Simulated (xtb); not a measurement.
BCl3, charge -1, doublet, geometry from GFN2-xTB of the parent state (a state made from the parent by changing its charge; the spin is typed, not shown lowest).

The xtb input:
```
$ xtb mol.xyz --gfn 1 --chrg -1 --uhf 1 --json

# file mol.xyz
4

B     -0.00012924     0.00017465    -0.01065182
Cl     0.02666439     1.72290836     0.02897049
Cl     1.47887022    -0.88426276    -0.03139692
Cl    -1.50549659    -0.83869697     0.00555932
```

Question: Predict the partial charges in atom order from GFN1-xTB (xtb 6.7.1).

Answer: B1 0.27, Cl2 -0.42, Cl3 -0.42, Cl4 -0.42

Question: Estimate the total energy that GFN1-xTB returns for this input.

Answer: -14.418688 Ha
